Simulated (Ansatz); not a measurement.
Predict the output of the script below (Ansatz 0.2.0 through its Python package).

`alcl.py`
```python
import itertools

import ansatz as az
from ase.data import atomic_numbers, covalent_radii
import numpy as np

GEOMETRY = """
Al    0.00000    0.00000    0.00000
Cl    0.00000    0.00000    2.26500
"""


def main() -> None:
    alcl = az.Crystal.molecule()
    for line in GEOMETRY.strip().splitlines():
        symbol, *xyz = line.split()
        alcl = alcl.atom(symbol, [float(v) for v in xyz])

    calc = (
        alcl.calculation()
        .basis(gaussian="def2-SVP")
        .functional("r2scan")
        .charge(1)
        .spin("collinear", total=1)
    )
    symbols = [site.symbol for site in alcl.cartesian_sites]
    start = np.array([site.position_ang for site in alcl.cartesian_sites], dtype=float)
    data = calc.relax(force_tolerance=0.01).run().report
    end = np.array(data["positions_ang"])
    radius = [covalent_radii[atomic_numbers[s]] for s in symbols]
    span = lambda where, i, j: np.linalg.norm(where[i] - where[j])
    bonded = [(i, j) for i, j in itertools.combinations(range(len(symbols)), 2) if min(span(start, i, j), span(end, i, j)) < 1.2 * (radius[i] + radius[j])]
    print("pair        before    after (A)")
    for i, j in bonded:
        print(f"{symbols[i]}{i}-{symbols[j]}{j}".ljust(10), f"{span(start, i, j):8.4f} {span(end, i, j):8.4f}")

    minimum = az.Crystal.molecule()
    for symbol, place in zip(symbols, end):
        minimum = minimum.atom(symbol, place.tolist())
    at_minimum = minimum.calculation().charge(1).spin("collinear", total=1)
    level = lambda method, basis: at_minimum.basis(gaussian=basis).correlation(method).run().report
    small, large, cluster = level("mp2", "cc-pVDZ"), level("mp2", "cc-pVTZ"), level("ccsd_t", "cc-pVDZ")
    corr = lambda each: (each["free_energy_ev"] - each["reference_energy_ev"]) / 27.211386246
    mp2_limit = (27 * corr(large) - 8 * corr(small)) / 19
    pieces = {"HF / cc-pVTZ": large["reference_energy_ev"] / 27.211386246, "MP2 correlation, DZ-TZ limit": mp2_limit, "CCSD(T) - MP2 / cc-pVDZ": corr(cluster) - corr(small)}
    for name, value in pieces.items():
        print(f"{name:32s} {value:14.6f} Ha")
    print(f"{'sum':32s} {sum(pieces.values()):14.6f} Ha")
    print("T1 diagnostic", round(cluster["correlation"]["coupled_cluster"]["t1_diagnostic"], 4))


if __name__ == "__main__":
    main()
```

```console
$ python alcl.py
pair        before    after (A)
Al0-Cl1      2.2650   2.0382
HF / cc-pVTZ                        -701.209107 Ha
MP2 correlation, DZ-TZ limit          -0.236331 Ha
CCSD(T) - MP2 / cc-pVDZ               -0.019952 Ha
sum                                 -701.465390 Ha
T1 diagnostic 0.0194
```

Total energies depend on the basis set; only differences at equal settings carry meaning. The sum leaves out core correlation, relativity, the Hartree-Fock basis error and zero-point energy; a DZ-TZ extrapolation is rough. The species is open-shell (spin multiplicity 2). Inner cores stay frozen, so this is valence correlation. For Al to Cl the sets with a tight d function, cc-pV(X+d)Z, are usual. The spin state was assumed, and another may lie lower. Timing: 7.9 s on 1 thread of Intel(R) Xeon(R) 6975P-C (Granite Rapids) (shared host), peak memory 0.2 GiB.
